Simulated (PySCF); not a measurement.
Molecule: `InChI=1S/F4P2/c1-5(2)6(3)4`.

Bonds (- single, = double, # triple, : aromatic): F1-P2 1.616 Å, P2-F3 1.615 Å, P2-P4 2.275 Å, P4-F5 1.615 Å, P4-F6 1.615 Å.

Geometry PBE0-D3(BJ)/def2-SVP throughout; GIAO in PySCF, gas phase, one conformer, non-relativistic; equivalent atoms averaged; basis pcSseg-2.

Problem. How do the shifts δ (against CFCl3, H3PO4 at the same level) depend on the functional? (ppm; last column core-seconds on 1 thread of an Arm Neoverse V2, shared host)

Solution. 
```
functional           kind  F1/F3/F5/F6  P2/P4  core-s
       KT2            GGA       -138.9  245.5      25
       KT3            GGA       -135.0  240.2      23
     B97-D            GGA       -129.6  254.5      23
     B3LYP  global hybrid       -121.0  254.0      26
      PBE0  global hybrid       -119.3  241.0      24
  mPW1PW91  global hybrid       -118.9  242.7      26
```

Problem. Which nucleus moves most, in ppm?

Solution. F1/F3/F5/F6 (fluorine bonded to P): from -138.9 ppm with KT2 to -118.9 ppm with mPW1PW91. The smallest spread is 14.3 ppm, at P2/P4.
